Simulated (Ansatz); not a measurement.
in.yaml

```yaml
crystal:
  periodic: [false, false, false]
  atoms:
    - {symbol: Hf, position_ang: [0.000000, 0.000000, 0.000000]}
    - {symbol: S, position_ang: [0.000000, 0.000000, 4.784000]}
basis:
  gaussian: {orbitals: def2-SVP}
magnetization: {spin_polarized: false}
correlation: {method: ccsd_t, electrons: outside_noble_gas}
```

```sh
$ ansatz run in.yaml --threads 1 --pin off --events-out ev --progress --plain --max-ram 2393MiB
```

Log:

```
482 factors; integrals over basis functions are off by at most 3.2e-4 eV
mean field evaluation 1: about -12079.5926 eV, gradient 3.8e1 eV
mean field evaluation 2: about -12079.5935 eV, gradient 3.8e1 eV
mean field evaluation 4: about -11954.6006 eV, gradient 9.9e1 eV
mean field evaluation 8: about -12089.3367 eV, gradient 3.6e1 eV
mean field evaluation 16: about -12097.8377 eV, gradient 2.2e-1 eV
mean field evaluation 32: about -12097.9354 eV, gradient 1.6e-1 eV
mean field evaluation 64: about -12093.8114 eV, gradient 4.6e-3 eV
mean field evaluation 96: about -12097.9320 eV, gradient 4.0e-1 eV
mean field evaluation 128: about -12097.7974 eV, gradient 3.3e-6 eV
mean field evaluation 160: about -12097.8328 eV, gradient 9.4e-1 eV
...
mean field evaluation 2464: about -12101.6997 eV, gradient 2.0e-1 eV
mean field evaluation 2496: about -12101.7218 eV, gradient 2.4e-4 eV
determinant -12097.93697547 eV, -444.5909835723 hartree, with singles and doubles -12103.18474497 eV, -444.7838355444 hartree
determinant -12097.92752100 eV, -444.5906361271 hartree, with singles and doubles -12103.22397912 eV, -444.7852773726 hartree
determinant -12097.84624673 eV, -444.5876493526 hartree, with singles and doubles -12103.00820942 eV, -444.7773479826 hartree
determinant -12097.83908127 eV, -444.5873860268 hartree, with singles and doubles -12103.04994969 eV, -444.7788819094 hartree
determinant -12097.83218236 eV, -444.5871324967 hartree, with singles and doubles -12102.99464331 eV, -444.7768494371 hartree
determinant -12097.82080672 eV, -444.5867144496 hartree, with singles and doubles -12103.07793996 eV, -444.7799105327 hartree
determinant -12097.82074986 eV, -444.5867123599 hartree, with singles and doubles -12103.07787522 eV, -444.7799081536 hartree
determinant -12097.81593046 eV, -444.5865352501 hartree, with singles and doubles -12103.08287358 eV, -444.7800918398 hartree
determinant -12097.79739959 eV, -444.5858542532 hartree, with singles and doubles -12103.06473658 eV, -444.7794253174 hartree
determinant -12097.79635135 eV, -444.5858157312 hartree, with singles and doubles -12103.06434944 eV, -444.7794110902 hartree
determinant -12097.77627650 eV, -444.5850779942 hartree, with singles and doubles -12102.97697028 eV, -444.7761999652 hartree
determinant -12097.76142622 eV, -444.5845322565 hartree, with singles and doubles -12103.08519118 eV, -444.7801770102 hartree
determinant -12097.75550053 eV, -444.5843144911 hartree, with singles and doubles -12103.08208532 eV, -444.7800628717 hartree
determinant -12097.69970497 eV, -444.5822640423 hartree, with singles and doubles -12103.02421417 eV, -444.7779361464 hartree
determinant -12093.81139538 eV, -444.4393713006 hartree, with singles and doubles -12102.27975701 eV, -444.7505778503 hartree
determinant -12097.93697547 eV, -444.5909835723 hartree, with no singles and doubles
determinant -12097.92752100 eV, -444.5906361271 hartree, with singles and doubles -12103.32011029 eV, -444.7888101280 hartree
determinant -12097.84624673 eV, -444.5876493526 hartree, with singles and doubles -12103.19901503 eV, -444.7843599596 hartree
determinant -12097.83908127 eV, -444.5873860268 hartree, with no singles and doubles
determinant -12097.83218236 eV, -444.5871324967 hartree, with singles and doubles -12103.16369452 eV, -444.7830619545 hartree
determinant -12097.82080672 eV, -444.5867144496 hartree, with singles and doubles -12103.15749933 eV, -444.7828342854 hartree
determinant -12097.82074986 eV, -444.5867123599 hartree, with singles and doubles -12103.15762587 eV, -444.7828389357 hartree
determinant -12097.81593046 eV, -444.5865352501 hartree, with singles and doubles -12103.17017023 eV, -444.7832999325 hartree
determinant -12097.79739959 eV, -444.5858542532 hartree, with singles and doubles -12103.14947784 eV, -444.7825395013 hartree
determinant -12097.79635135 eV, -444.5858157312 hartree, with no singles and doubles
determinant -12097.77627650 eV, -444.5850779942 hartree, with singles and doubles -12103.14906177 eV, -444.7825242109 hartree
determinant -12097.76142622 eV, -444.5845322565 hartree, with singles and doubles -12103.17063003 eV, -444.7833168299 hartree
determinant -12097.75550053 eV, -444.5843144911 hartree, with singles and doubles -12103.16554976 eV, -444.7831301333 hartree
determinant -12097.69970497 eV, -444.5822640423 hartree, with singles and doubles -12103.11908139 eV, -444.7814224521 hartree
mean field evaluation 2528: about -12097.9275 eV, gradient 3.4e-2 eV
unrestricted determinant -12101.72622301 eV, -444.7302358511 hartree, S^2 2.0205
9 core orbitals not correlated: weight in the atoms' cores, before any rotation towards them, 1.000 or more for the frozen orbitals, at most 0.000 for the correlated occupied ones
reference -12097.92752098 eV, -444.5906361262 hartree; 5, 5 occupied and 36, 36 virtual orbitals, 482 factors
second order -3.97957599 eV of doubles, -0.00000000 eV of singles
cycle   1  -5.39259301 eV  change   -3.7e-6 eV  update   1.0e-4
cycle   2  -5.39257418 eV  change    1.9e-5 eV  update   3.7e-5
cycle   3  -5.39258220 eV  change   -8.0e-6 eV  update   3.3e-5
cycle   4  -5.39257541 eV  change    6.8e-6 eV  update   2.0e-5
cycle   5  -5.39257223 eV  change    3.2e-6 eV  update   1.5e-5
cycle   6  -5.39256948 eV  change    2.8e-6 eV  update   1.3e-5
cycle   7  -5.39256688 eV  change    2.6e-6 eV  update   1.2e-5
perturbative correction -0.38555074 eV, -0.0141687282 hartree
WARN: in the space of 8 natural orbitals, full CI finds another state of this spin 1.973 eV below this run's state, or below the method's energy where it doesn't find this run's state
Total energy: -12103.70563859 eV, -444.8029780318 hartree
```

Ran on 1 thread of Arm Neoverse V1, shared host: 52 s wall, 0.1 GiB peak host memory.
